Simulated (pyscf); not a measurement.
H₃C–Ga(CH₃)–Cl + H• → [H₃C–Ga–CH₃]• + HCl (atom transfer; doublet surface; Cl–Ga broken, Cl–H formed). Single points on ωB97X-D3(BJ)/def2-SVP structures (PySCF, gas phase). Rate constants from transition-state theory, ωB97M-D3(BJ)/def2-TZVP energies (ideal gas, 1 atm, RRHO with modes under 100 cm⁻¹ raised to 100, one conformer, R ln 2 for chiral ones without a mode under 150 cm⁻¹; no tunnelling), k in cm³ molecule⁻¹ s⁻¹.

```json
[
 {"T (K)": "298", "1000/T": "3.354", "log10 k": "-24.56"},
 {"T (K)": "600", "1000/T": "1.667", "log10 k": "-17.33"},
 {"T (K)": "900", "1000/T": "1.111", "log10 k": "?"},
 {"T (K)": "1200", "1000/T": "0.833", "log10 k": "-13.54"}
]
```

**Question.** Fit an Arrhenius line to the three values, give the activation energy, and predict k at 900 K.

**Answer.** Least squares gives log10 k = -9.97 − 4.36 × 1000/T, so Ea = 4.36 × ln 10 × 1.987 = 20.0 kcal/mol, against an electronic barrier of 18.3. At 900 K the line gives -14.81; the computed value is -14.84 (ΔG‡ = 37.9 kcal/mol), close to the line. On the product side the descent ends in a complex, 4.9 kcal/mol under the separated species and 15.7 kcal/mol under the saddle at ωB97X-D3(BJ)/def2-TZVP. At ωB97X-D3(BJ)/def2-TZVP the barrier from the zero used here is 21.0 kcal/mol. This is the saddle that the search found; another between the same sides may lie lower. The angle at the transferred Cl is 145°. Elements up to Kr have no core potential and no relativistic terms here.
